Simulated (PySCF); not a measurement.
Consider oxoaluminum, `[O]=[Al]` (AlO•, doublet). Atom numbers as in the mapped SMILES `[O:1]=[Al:2]`.

Computed at B3LYP-D3(BJ)/ma-def2-TZVP // PBE0-D3(BJ)/ma-def2-SVP with PySCF (density fitting, grid level 2). Thermal corrections: PBE0-D3(BJ)/ma-def2-SVP frequencies, unscaled, ideal gas at 298.15 K and 1 bar, quasi-RRHO entropy.

Question: What are the vertical and the adiabatic ionisation energy for forming the singlet cation?

Answer: 10.38 eV vertical and 10.36 eV adiabatic, the latter with zero-point energy.

Question: What are the vertical and the adiabatic ionisation energy for forming the triplet cation?

Answer: 10.03 eV vertical and 9.88 eV adiabatic, the latter with zero-point energy.

Question: Where does the unpaired spin of the relaxed triplet cation sit?

Answer: O1 (oxygen) 1.22, Al2 (aluminium) 0.78 (intrinsic atomic orbital populations).

Question: What are the vertical and the adiabatic electron affinity for forming the singlet anion?

Answer: 2.54 eV vertical and 2.53 eV adiabatic, the latter with zero-point energy.

Question: Which spin state does oxidation lead to?

Answer: The triplet, 0.48 eV below the singlet.

Caveats: the singlet was run as a closed shell, which can place it too high against the triplet, even in the wrong order.
